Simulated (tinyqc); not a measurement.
Orbital energy against energy difference: ionisation energy by orbital energies and by energy differences in the 6-31g* basis, for H2O, spin multiplicity 1. Computed by the program tinyqc with PySCF. 

Geometry (angstrom):
```
atom,x,y,z
O,0.0000,0.0000,0.0000
H,0.0000,0.6500,0.6150
H,0.0000,-0.6500,0.6150
```

CCSD(T) difference in the same basis = 12.3681 eV

IP-EOM-CCSD = 12.1944 eV

The cation is unrestricted; errors are against CCSD(T) in this basis, not against experiment.

First vertical ionisation energy (eV):
```
method,-e(HOMO),E(cation) - E,error of -e(HOMO),error of the difference
HF,13.784,11.22505,1.416,-1.143
LDA,6.518,13.06968,-5.850,0.702
PBE,6.416,12.71487,-5.952,0.347
B3LYP,8.150,12.76482,-4.218,0.397
PBE0,8.522,12.64655,-3.846,0.278
CAM-B3LYP,10.048,12.76241,-2.320,0.394
LC-wPBE,11.507,12.80411,-0.861,0.436
```

Koopmans errs by +1.42 eV and Delta-HF by -1.14 eV: relaxation, 2.56 eV, lowers the value and the missing correlation difference works against it. The PBE level is off by -6.0 eV through the wrong tail of its potential, though its energy difference is off by +0.35 eV; exact exchange deepens the level, and among the orbital energies LC-wPBE comes closest; among the differences PBE0 does.
